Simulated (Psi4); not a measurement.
# One shape, several levels: SiH3Cl (chlorosilane)

Aim: a comparison of 3 runs (B2PLYP/aug-cc-pVDZ, wB97M-V/aug-cc-pVDZ, wB97X/aug-cc-pVDZ) of SiH3Cl (chlorosilane). 

The calculation is run with Psi4 1.11.

2 further runs of the same task are left out: 1 that didn't finish, 1 set aside as unsound or not needed.

### 1 The structure to begin with

SiH3Cl has 5 atoms, charge 0, and is taken as a singlet. As SMILES, `[SiH3]Cl`. The Si1–H5 distance was set to 3.258 Å, away from the relaxed value. At this shape a bond of the SMILES string is far longer than usual.

Bond lengths: Si1–Cl2 2.054 Å, Si1–H3 1.481 Å, Si1–H4 1.481 Å. Angles: Cl2–Si1–H3 108.5°, Cl2–Si1–H4 108.5°, H3–Si1–H4 110.4°.

### 2 The energy at B2PLYP/aug-cc-pVDZ (density fitting for correlation) (run 1)

job.json

```json
{
 "schema_name": "qcschema_input",
 "schema_version": 1,
 "molecule": {
  "schema_name": "qcschema_molecule",
  "schema_version": 2,
  "symbols": ["Si", "Cl", "H", "H", "H"],
  "geometry": [-0.0329606, -3.31369145, 0.10895783, 3.65257226, -4.31921472, 0.79077101, -1.61825185, -4.27159362, 2.20655383, -0.83174784, -4.45565295, -2.31745052, -0.36055974, 2.82589645, -0.19785433],
  "molecular_charge": 0,
  "molecular_multiplicity": 1,
  "fix_symmetry": "c1",
  "fix_com": true,
  "fix_orientation": true
 },
 "driver": "energy",
 "model": {
  "method": "b2plyp",
  "basis": "aug-cc-pVDZ"
 },
 "keywords": {
  "puream": true,
  "e_convergence": 1e-09,
  "d_convergence": 1e-08,
  "scf_type": "pk",
  "dft_radial_points": 99,
  "dft_spherical_points": 590,
  "num_frozen_docc": 10
 }
}
```

On the command line:

```console
$ psi4 --qcschema job.json -n 1 --memory 1600MB
```

stdout:

```text
[...]
  Running in c1 symmetry.
[...]
  Nuclear repulsion =   82.380996186488545
[...]
  Multiplicity = 1
[...]
  Nalpha       = 17
  Nbeta        = 17
[...]
    Number of basis functions: 81
[...]
   @RKS iter   1:  -750.96175300874802   -3.25988e-01   2.25094e-03 DIIS/ADIIS
[...]
   @RKS iter  11:  -750.99737487930088   -9.09495e-13   2.80001e-09 DIIS
[...]
  @RKS Final Energy:  -750.99737487930088
   => Energetics <=
    Nuclear Repulsion Energy =             82.3809961864885452
    One-Electron Energy =               -1200.9003703848181885
    Two-Electron Energy =                 391.4115710611454233
    DFT Exchange-Correlation Energy =     -23.8895717421167113
    Empirical Dispersion Energy =           0.0000000000000000
    VV10 Nonlocal Energy =                  0.0000000000000000
    Total Energy =                       -750.9973748793008781
[...]
 Multipole Moments:
 ------------------------------------------------------------------------------------
     Multipole            Electronic (a.u.)      Nuclear  (a.u.)        Total (a.u.)
 ------------------------------------------------------------------------------------
 L = 1.  Multiply by 2.5417464519 to convert [e a0] to [Debye]
 Dipole X            :        -59.1288630           58.8217206           -0.3071424
 Dipole Y            :        124.6597618         -125.7196807           -1.0599189
 Dipole Z            :        -14.6700956           14.6597658           -0.0103299
 Magnitude           :                                                    1.1035720
[...]
```

The result, in JSON:

```text
{
 "driver": "energy",
 "model": {
  "method": "b2plyp",
  "basis": "aug-cc-pVDZ"
 },
 "success": true,
 "return_result": -751.0973965216086,
 "properties": {
  "calcinfo_nbasis": 81,
  "calcinfo_nmo": 81,
  "calcinfo_nalpha": 17,
  "calcinfo_nbeta": 17,
  "calcinfo_natom": 5,
  "nuclear_repulsion_energy": 82.38099618648855,
  "return_energy": -751.0973965216086,
  "scf_one_electron_energy": -1200.9003703848182,
  "scf_two_electron_energy": 391.4115710611454,
  "scf_xc_energy": -23.88957174211671,
  "scf_dipole_moment": [-0.3071424176687714, -1.0599188519177858, -0.010329861760856929],
  "scf_total_energy": -750.9973748793009,
  "scf_iterations": 11
 }
}
```

Wall time 7.8 s (1 thread of Intel Xeon 6975P-C (Granite Rapids), shared host); peak memory 1.1 GiB.

### 3 The energy at wB97M-V/aug-cc-pVDZ (run 2)

calc.py

```python
import psi4

psi4.set_memory(1600000000)
psi4.set_num_threads(1)
psi4.core.set_output_file('psi4.out', False)

m = psi4.geometry("""
0 1
Si    -0.017442    -1.753530     0.057658
Cl     1.932858    -2.285630     0.418458
H     -0.856342    -2.260430     1.167658
H     -0.440142    -2.357830    -1.226342
H     -0.190800     1.495400    -0.104700
symmetry c1
""")

psi4.set_options({
    'basis': 'aug-cc-pVDZ',
    'puream': True,
    'e_convergence': 1e-09,
    'd_convergence': 1e-08,
    'scf_type': 'pk',
    'dft_radial_points': 99,
    'dft_spherical_points': 590,
})

e, wfn = psi4.energy("wb97m-v", return_wfn=True)
print(f'wb97m-v energy: {e:.10f} Eh')
```

On the command line:

```console
$ python calc.py
```

psi4.out:

```text
[...]
  Running in c1 symmetry.
[...]
  Nuclear repulsion =   82.380996144496038
[...]
  Multiplicity = 1
[...]
  Nalpha       = 17
  Nbeta        = 17
[...]
    Number of basis functions: 81
[...]
   @RKS iter   1:  -751.27355747224647   -3.80523e-01   2.09131e-03 DIIS/ADIIS
[...]
   @RKS iter  11:  -751.30497615074421   -1.03455e-11   5.58785e-09 DIIS
[...]
  @RKS Final Energy:  -751.30497615074421
   => Energetics <=
    Nuclear Repulsion Energy =             82.3809961444960379
    One-Electron Energy =               -1200.8711580506915197
    Two-Electron Energy =                 405.3337516505761755
    DFT Exchange-Correlation Energy =     -38.2901857653869939
    Empirical Dispersion Energy =           0.0000000000000000
    VV10 Nonlocal Energy =                  0.1416198702620800
    Total Energy =                       -751.3049761507442099
[...]
 Multipole Moments:
 ------------------------------------------------------------------------------------
     Multipole            Electronic (a.u.)      Nuclear  (a.u.)        Total (a.u.)
 ------------------------------------------------------------------------------------
 L = 1.  Multiply by 2.5417464519 to convert [e a0] to [Debye]
 Dipole X            :          4.7850332           -5.0721876           -0.2871544
 Dipole Y            :         -3.9831916            2.9696938           -1.0134978
 Dipole Z            :          0.9939806           -1.0027239           -0.0087434
 Magnitude           :                                                    1.0534286
[...]
```

Standard output:

```text
wb97m-v energy: -751.3049761507 Eh
```

Run time: 46 s. Hardware: 1 thread of Intel Xeon 6975P-C (Granite Rapids), shared host; peak memory 1.2 GiB.

### 4 The energy at wB97X/aug-cc-pVDZ (run 3)

job.in

```
memory 1600 mb

molecule system {
  Si
  Cl 1 2.053528
  H 1 1.480811 2 108.52006
  H 1 1.480713 3 110.40053 2 118.82183
  H 1 3.2576 4 110.4028 3 -122.35536
  units angstrom
  symmetry c1
}

set {
  basis                aug-cc-pVDZ
  puream               true
  e_convergence        1e-09
  d_convergence        1e-08
  scf_type             pk
  dft_radial_points    99
  dft_spherical_points 590
}

result, w = energy('wb97x', return_wfn=True)
```

On the command line:

```console
$ psi4 job.in job.out -n 1
```

job.out:

```text
[...]
  Running in c1 symmetry.
[...]
  Nuclear repulsion =   82.380993299933351
[...]
  Multiplicity = 1
[...]
  Nalpha       = 17
  Nbeta        = 17
[...]
    Number of basis functions: 81
[...]
   @RKS iter   1:  -751.31276676148741   -4.00563e-01   2.09718e-03 DIIS/ADIIS
[...]
   @RKS iter  11:  -751.34511534172213   -4.88853e-12   5.40250e-09 DIIS
[...]
  @RKS Final Energy:  -751.34511534172213
   => Energetics <=
    Nuclear Repulsion Energy =             82.3809932999333512
    One-Electron Energy =               -1200.9478132538908994
    Two-Electron Energy =                 405.0738465999438063
    DFT Exchange-Correlation Energy =     -37.8521419877085279
    Empirical Dispersion Energy =           0.0000000000000000
    VV10 Nonlocal Energy =                  0.0000000000000000
    Total Energy =                       -751.3451153417221349
[...]
 Multipole Moments:
 ------------------------------------------------------------------------------------
     Multipole            Electronic (a.u.)      Nuclear  (a.u.)        Total (a.u.)
 ------------------------------------------------------------------------------------
 L = 1.  Multiply by 2.5417464519 to convert [e a0] to [Debye]
 Dipole X            :         -2.2887233            1.3250671           -0.9636562
 Dipole Y            :          1.3211426           -0.7648420            0.5563006
 Dipole Z            :          5.7476717           -5.7628843           -0.0152125
 Magnitude           :                                                    1.1128050
[...]
```

It took 11 s on 1 thread of Intel Xeon 6975P-C (Granite Rapids), shared host; peak memory 1 GiB.

### 5 Overview of the runs

```tsv
run	level	fitting correlation	frozen core orbitals	energy (Eh)	HOMO energy (eV)	LUMO energy (eV)	HOMO–LUMO gap (eV)	wall time
1	B2PLYP/aug-cc-pVDZ (density fitting for correlation)	density fitting	10	-751.097397	-7.31	-3.10	4.21	7.8 s
2	wB97M-V/aug-cc-pVDZ	–	0	-751.304976	-8.41	-2.39	6.02	46 s
3	wB97X/aug-cc-pVDZ	–	0	-751.345115	-8.63	-2.29	6.34	11 s
```

### 6 Results

| quantity | value |
| --- | --- |
| run 3: total energy | -751.34512 Eh |
| run 3: dipole moment | 2.83 D |
| run 3: HOMO energy | -8.63 eV |
| run 3: LUMO energy | -2.29 eV |
| run 3: HOMO–LUMO gap | 6.34 eV |

In words: The HOMO–LUMO gap runs from 4.21 eV (B2PLYP/aug-cc-pVDZ) to 6.34 eV (wB97X/aug-cc-pVDZ). A double hybrid's value is that of its SCF part. Totals of different functionals can't be ranked against each other. In runs 1, 2, 3 a closed-shell determinant meets a far-stretched bond, which it describes badly. All runs together took 65 s, the longest 46 s.
